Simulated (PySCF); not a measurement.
# C3H4N2S: the cost of one run

Programs: PySCF 2.14.0, with routines of our own; each step states its level. All values are computed. Atoms count from 0.

## 1. The system as given

10 atoms, charge 0, multiplicity 1; geometry from: GFN2-xTB.

## 2. Optimising the geometry at BHandHLYP/def2-SVP

Job settings and geometry (Å):

```
{"job": {"xc": "BHandHLYP", "basis": "def2-SVP", "grid": 1, "kind": "geom"}, "charge": 0, "multiplicity": 1}
N     -1.626954    -0.727158    -0.198297
C     -0.376659    -0.153679    -0.210251
C     -0.064321     1.107845    -0.641092
S      1.639750     1.350910    -0.580932
C      1.796005    -0.258822     0.030092
N      0.695820    -0.902879     0.170327
H     -1.693618    -1.539365     0.394668
H     -2.400244    -0.086421    -0.120636
H     -0.718901     1.878228    -0.990621
H      2.758004    -0.664005     0.271372
```

Started as:

```console
$ OMP_NUM_THREADS=1 python excited_run.py task.json out
```

This one command runs all jobs of the session in turn.

Q: Estimate the wall time and peak memory of this first job on 1 thread of Arm Neoverse V2, shared host.

About 24 s, with a peak of 0.55 GiB.
